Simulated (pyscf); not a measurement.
PySCF, gas phase, ωB97X-D3(BJ)/def2-SVP geometries.

**Question.** HO–GeH₃ + HCl -> H₂O + GeH₂ [singlet] + HCl
Surface: singlet. Broken: Ge–O, Ge–H, Cl–H. Formed: H–O, Cl–H. Give ΔE‡ and ΔE from B3LYP-D3(BJ)/def2-TZVP, relative to the separated reactants.

**Answer.** ΔE‡ = 76.5 kJ/mol, ΔE = +178.3 kJ/mol. CCSD(T)/def2-TZVPP + ΔMP2(QZVPP) gives 107.0 kJ/mol and +187.9 kJ/mol. Zero-point energy shifts the barrier by +5.6 kJ/mol. It is a multi-bond step, with an imaginary mode of 847i cm⁻¹. On the reactant side the descent ends in a complex (not fully relaxed), 29.2 kJ/mol under the separated species and 131.3 kJ/mol under the saddle at ωB97X-D3(BJ)/def2-TZVP. On the product side the descent ends in an adduct with a Ge–O contact, 107.6 kJ/mol under the separated species and 8.1 kJ/mol under the saddle at ωB97X-D3(BJ)/def2-TZVP. At B3LYP-D3(BJ) the saddle lies under the separated products, which points to a path from their complex (located at ωB97X-D3(BJ) alone), and parting the products costs more than the saddle. What is counted as broken (Ge–O) persists as a longer contact in the product adduct; parting that adduct is a step of its own. The same reactants have a lower exit, to H₂O + Cl–GeH₃ (barrier +35.0 kJ/mol at ωB97M-D3(BJ)/def2-TZVP, against +95.9 kJ/mol here). One saddle was located; it need not be the lowest between these sides. The CCSD(T) − MP2 part came from Ansatz, without density fitting, on the same reference. The frozen core leaves the outer d or s,p core shells of the metals and heavy elements correlated in the MP2 and CC values, and def2-TZVPP describes them poorly, which can shift differences by a few kcal/mol. Elements up to Kr have no core potential and no relativistic terms here.
